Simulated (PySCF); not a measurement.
Compound: C₂H₃F₂O (doublet state).
Geometry (GFN2-xTB, Å), atoms numbered from 1 in this order:
```xyz
8
C2H3F2O angstrom
O     -1.4338    0.2399    0.5276
C     -0.4374   -0.0056   -0.4142
C      0.9337    0.3523    0.0684
F      1.3086   -0.1851    1.2438
F      1.9343    0.2344   -0.8119
H     -1.1835   -0.1473    1.3763
H     -0.4429   -1.0751   -0.7171
H     -0.6699    0.5959   -1.2974
```

The hyperfine couplings belong to this conformer and change with its torsions.

The species is `F[C](CO)F` [radical].

Level of theory: UKS B3LYP, pcH-1 on C F H O, non-relativistic, mean-field spin-orbit, GIAO (PySCF 2.14.0). Geometry: GFN2-xTB, one conformer, isolated molecule. The geometry wasn't refined by DFT: couplings that depend on bond lengths, twists or pyramidal angles can differ widely from those at the functional's own minimum. No stability test was run, so a lower SCF solution isn't excluded.

Task: What is the g tensor, term by term?

Result: 
```
                    Δg (ppm)     1     2     3
relativistic mass correction  -240  -240  -240
            gauge correction    14    25    27
   orbital Zeeman/spin–orbit  -208  2361  2647
                       total  -434  2146  2434
```

So g = 2.00188, 2.00447, 2.00475 and g_iso = 2.00370; the tensor is close to axial: the two nearest values differ by 10 % of g3 − g1. Axes: g3 points within 9° of the C3–F5 bond.

Task: At 9.636 GHz, how far is the centre of the isotropic spectrum from where a free electron (g = 2.002319) resonates?

Result: B = hν/(g μB) with μB/h = 13.99624 MHz/mT gives 343.84 mT for the free electron and 343.60 mT at g_iso, 0.24 mT lower.

Task: What are the electron Larmor frequencies g μB B/h along the three axes at 3350 mT?

Result: 93.8632, 93.9842, 93.9977 GHz for g1, g2 and g3, a range of 134.5 MHz.

Task: In a frozen sample, at which fields do the three g values resonate at 9.5, 34, 94 and 263 GHz (hyperfine left aside), and which band first spreads them over more than twice a line width of 1.0 mT?

Result: 
```csv
band,GHz,B(g3) mT,B(g2) mT,B(g1) mT,spread mT
X,9.5,338.57,338.62,339.06,0.49
Q,34.0,1211.73,1211.91,1213.47,1.74
W,94.0,3350.08,3350.56,3354.88,4.80
J,263.0,9373.10,9374.45,9386.53,13.43
```

The spread grows in proportion to the frequency. W band is the first where it exceeds 2.0 mT.

The Mulliken spin populations are largest on C3 (+0.84) and H7 (+0.07). C3 is the only atom above +0.15. The angles at C3 add up to 342.4°, so it is pyramidal.

The HOMO–LUMO gaps are 7.28 eV among the α and 6.29 eV among the β orbitals.

The run took 15 s (grids of density and orbitals included) on Arm Neoverse V1, one thread, on a shared host, and the process peaked at 0.63 GiB of memory.
